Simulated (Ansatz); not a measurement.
A made-up structure of C2H4N (charge +1), singlet:

C1  (-0.404, -0.195, -0.166)
N2  (-1.361, -0.656, -0.560)
C3  (0.794, 0.383, 0.327)
H4  (-2.222, -1.072, -0.914)
H5  (1.610, -0.316, 0.139)
H6  (0.672, 0.556, 1.397)
H7  (0.960, 1.323, -0.201)
(Å)

It is relaxed with PBE-D4/def2-SVP and then PBE0-D4/def2-TZVP (Ansatz 0.2.0). Atoms count as bonded within 1.22 times the sum of their covalent radii (H–H: 0.88 Å). The end point is not checked to be a true minimum.

Task: Does its bonding change? (Judge from chemistry; the calculation decides.)

Result: Computed: No: no bond forms or breaks.

Where it ends: The first stage lowers the energy by 0.08 eV in 4 steps. It ends as C₂H₄N ([CH3][C][NH]), total charge +1:
```xyz
7
angstrom
C -0.4146 -0.2000 -0.1706
N -1.3750 -0.6632 -0.5659
C 0.7908 0.3814 0.3255
H -2.2270 -1.0741 -0.9165
H 1.6205 -0.3090 0.1437
H 0.6837 0.5616 1.3998
H 0.9711 1.3270 -0.1955
```

Labels in which every atom is bracketed show which atoms are joined, not bond orders.

For scale, one of the runs: PBE0-D4/def2-TZVP relaxation, 117 basis functions, launched by `ansatz run in.yaml --threads 2 --pin off --events-out ev --progress --plain --max-ram 4352MiB`. The run took about 5.5 s on 2 CPU threads of an Arm Neoverse V2 (shared host).
